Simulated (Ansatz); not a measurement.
# How far each method lies from UCCSDT(Q) for H2B–CH2⁺, triplet

Geometry: that of the H2B–CH2, doublet, kept fixed. The singlet lies 1.7 eV lower here.

```json
{"atom": "B", "x (Å)": "0.0000", "y (Å)": "0.0000", "z (Å)": "0.7949"}
{"atom": "C", "x (Å)": "0.0000", "y (Å)": "0.0000", "z (Å)": "-0.7284"}
{"atom": "H", "x (Å)": "0.0720", "y (Å)": "1.0312", "z (Å)": "1.3984"}
{"atom": "H", "x (Å)": "-0.0720", "y (Å)": "-1.0312", "z (Å)": "1.3984"}
{"atom": "H", "x (Å)": "-0.0818", "y (Å)": "0.9074", "z (Å)": "-1.3217"}
{"atom": "H", "x (Å)": "0.0818", "y (Å)": "-0.9074", "z (Å)": "-1.3217"}
```

Basis cc-pVDZ; Ansatz 0.2.0. Correlated methods freeze the noble-gas cores, which leaves 10 electrons in 46 orbitals. Prefix R: restricted or restricted open-shell reference; prefix U: unrestricted. Active spaces: frontier = (10e, 10o) about the gap.

Full CI isn't at hand for all of this; UCCSDT(Q) serves as the reference, and is uncertain by the last step of the cluster series or more. The frozen core follows each run's orbitals, which can shift R against U totals by a few meV.

```
UHF ⟨S²⟩                          : 2.029
T1 diagnostic (RCCSD)             : 0.0313
largest doubles amplitude (RCCSD) : 0.064
T1 diagnostic (UCCSD)             : 0.0306
```

```json
{"level": "RHF", "E − E(UCCSDT(Q)) (kJ/mol)": "621.2", "share of correlation (%)": "0.00", "wall time": "–"}
{"level": "UHF", "E − E(UCCSDT(Q)) (kJ/mol)": "596.3", "share of correlation (%)": "4.01", "wall time": "–"}
{"level": "RMP2", "E − E(UCCSDT(Q)) (kJ/mol)": "113.2", "share of correlation (%)": "81.77", "wall time": "–"}
{"level": "UMP2", "E − E(UCCSDT(Q)) (kJ/mol)": "118.2", "share of correlation (%)": "80.97", "wall time": "–"}
{"level": "RCCSD", "E − E(UCCSDT(Q)) (kJ/mol)": "22.0", "share of correlation (%)": "96.47", "wall time": "–"}
{"level": "UCCSD", "E − E(UCCSDT(Q)) (kJ/mol)": "21.6", "share of correlation (%)": "96.52", "wall time": "–"}
{"level": "RCCSD(T)", "E − E(UCCSDT(Q)) (kJ/mol)": "4.5", "share of correlation (%)": "99.28", "wall time": "9 s"}
{"level": "UCCSD(T)", "E − E(UCCSDT(Q)) (kJ/mol)": "4.6", "share of correlation (%)": "99.26", "wall time": "4.6 s"}
{"level": "BCCD(T)", "E − E(UCCSDT(Q)) (kJ/mol)": "4.6", "share of correlation (%)": "99.26", "wall time": "7 s"}
{"level": "RCCSDT", "E − E(UCCSDT(Q)) (kJ/mol)": "1.1", "share of correlation (%)": "99.82", "wall time": "–"}
{"level": "UCCSDT", "E − E(UCCSDT(Q)) (kJ/mol)": "1.1", "share of correlation (%)": "99.83", "wall time": "–"}
{"level": "RCCSDT(Q)", "E − E(UCCSDT(Q)) (kJ/mol)": "0.2", "share of correlation (%)": "99.97", "wall time": "50 s"}
```

The correlation energy at UCCSDT(Q), counted from RHF, is -6.439 eV. That run took 37 s on 1 thread of Intel Xeon, shared host.

Run but not shown, since their state, orbitals or frozen core can't be matched to the reference's or they repeat it: CISD, CASSCF (frontier space), NEVPT2 (frontier space).

Times hold each run's SCF and search for its determinant on a shared host, so for small cases they say little of a method's own cost; they ran on 1 thread of Intel Xeon. Some runs computed forces too.
